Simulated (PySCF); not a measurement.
Two structures of CH8BN, closed shell, reached by relaxing down either side of one saddle point (PBE0-D4/def2-TZVP). Energies are electronic, without zero-point energy. PySCF 2.14 with density fitting (its default auxiliary sets; JK sets also for MP2 and CCSD(T)); basis: def2-TZVPP and def2-QZVPP; cores frozen in the correlated methods. Extrapolation: Hartree–Fock as exp(−7.88 √X), correlation as X^−2.97. First:

```
11
angstrom
B -0.6411 -0.0726 -0.2803
C 0.6750 0.3450 -1.1002
H -1.1084 -1.1530 -0.5921
H -1.4964 0.7920 -0.2237
H 0.2013 0.5782 1.6704
N -0.1878 -0.2801 1.2914
H 0.4267 0.4940 -2.1552
H 1.1243 1.2872 -0.7584
H 1.4652 -0.4176 -1.0797
H -0.9815 -0.5489 1.8630
H 0.5197 -1.0047 1.3691
```

Second:

B1  (-1.243, -0.993, -0.079)
C2  (1.445, 1.375, -0.702)
H3  (-0.620, -1.648, -0.864)
H4  (-1.936, -0.080, -0.424)
H5  (1.152, 0.870, 0.218)
N6  (-1.161, -1.303, 1.269)
H7  (0.769, 1.083, -1.505)
H8  (1.393, 2.454, -0.557)
H9  (2.465, 1.092, -0.963)
H10  (-1.659, -0.798, 1.982)
H11  (-0.602, -2.058, 1.628)
(Å)

(1) Which bonds change from the first to the second?

(2) Give the saddle point's structure and its height above each. (To be estimated.)

T1 diagnostic: at most 0.012.

Results:

(1) CH₅B ([BH2][CH3]) + NH₃ → BNH₄ ([BH2][NH2]) + CH₄; bonds formed: C2–H5; dative contacts that become bonds: B1–N6; bonds broken: B1–C2, H5–N6.

(2) By the calculation: 183.2 kJ/mol above the first and 223.4 kJ/mol above the second (CCSD(T) at an estimated basis limit (MP2 extrapolated from triple and quadruple zeta, plus CCSD(T) − MP2 in triple zeta)).
```tsv
atom	x (Å)	y (Å)	z (Å)
B1	-0.6069	-0.3729	-0.3199
C2	0.7654	0.7915	-0.6293
H3	-0.3695	-1.3099	-1.0318
H4	-1.5974	0.2684	-0.5403
H5	0.3993	0.1515	0.5153
N6	-0.3960	-0.6838	1.2079
H7	0.4451	0.8648	-1.6688
H8	0.7279	1.7999	-0.2082
H9	1.7964	0.4273	-0.6342
H10	-1.0815	-0.3292	1.8537
H11	-0.0828	-1.6076	1.4557
```

The step is the kind of exchange with an N–H group that builds nitride films in atomic layer and chemical vapour deposition.

Labels in which every atom is bracketed show which atoms are joined, not bond orders.

For scale, one of the runs: CCSD(T)/def2-TZVPP, 205 basis functions, launched by `OMP_NUM_THREADS=4 python run.py`. The run took 7.3 min on 4 CPU threads of an Intel Xeon (shared host), with 2.5 GiB of host memory at its peak.
